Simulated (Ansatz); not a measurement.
CH$_{6}$BP (`CBP`), 9 atoms. The species carries charge 0 and has multiplicity 1. All runs use 2 threads of an Intel Xeon Platinum 8375C on a shared host. Correlated methods freeze the cores. Open-shell runs search over several starts.

Question: How many basis functions does each run have, and how long does it take in Ansatz? RKS ωB97M-V/def2-QZVPP energy; UHF-CCSD(T)/def2-TZVPP energy of the cation; UKS ωB97X-V/def2-TZVPP energy of the cation; RKS HSE06 (plane-wave form)-D4/def2-TZVPP energy; UHF-MP2/def2-QZVPP energy of the cation; RKS PBE0-D4/def2-TZVP relaxation (8 steps); RKS r2SCAN0-D4/def2-TZVPP energy; UKS ωB97M-V/def2-TZVPP energy of the cation; UKS PBE-D4/def2-TZVPP energy of the cation; UKS B3LYP-D4/def2-TZVPP energy of the cation; direct RPA on PBE orbitals/def2-TZVPP energy; RKS PBE0-D4/def2-SVP energy. (Best estimate.)

Answer: The calculation gave: Other jobs shared the machine, so times are rough.

| level | job | functions | wall time | peak host memory (GiB) |
| --- | --- | --- | --- | --- |
| RKS PBE0-D4/def2-SVP | energy | 76 | 0.65 s | 0.15 |
| RKS HSE06 (plane-wave form)-D4/def2-TZVPP | energy | 188 | 2.4 s | 0.4 |
| direct RPA on PBE orbitals/def2-TZVPP | energy | 188 | 2.9 s | 0.35 |
| RKS r2SCAN0-D4/def2-TZVPP | energy | 188 | 3.2 s | 0.39 |
| UKS B3LYP-D4/def2-TZVPP | energy of the cation | 188 | 3.3 s | 0.43 |
| UKS PBE-D4/def2-TZVPP | energy of the cation | 188 | 3.3 s | 0.27 |
| UKS ωB97M-V/def2-TZVPP | energy of the cation | 188 | 10 s | 0.62 |
| UKS ωB97X-V/def2-TZVPP | energy of the cation | 188 | 10 s | 0.58 |
| RKS ωB97M-V/def2-QZVPP | energy | 364 | 11 s | 1 |
| UHF-MP2/def2-QZVPP | energy of the cation | 364 | 15 s | 1.6 |
| RKS PBE0-D4/def2-TZVP | relaxation (8 steps) | 135 | 19 s | 0.25 |
| UHF-CCSD(T)/def2-TZVPP | energy of the cation | 188 | 4.8 min | 1.9 |

B3LYP here is the variant with VWN-RPA as its local correlation; programs differ in this.
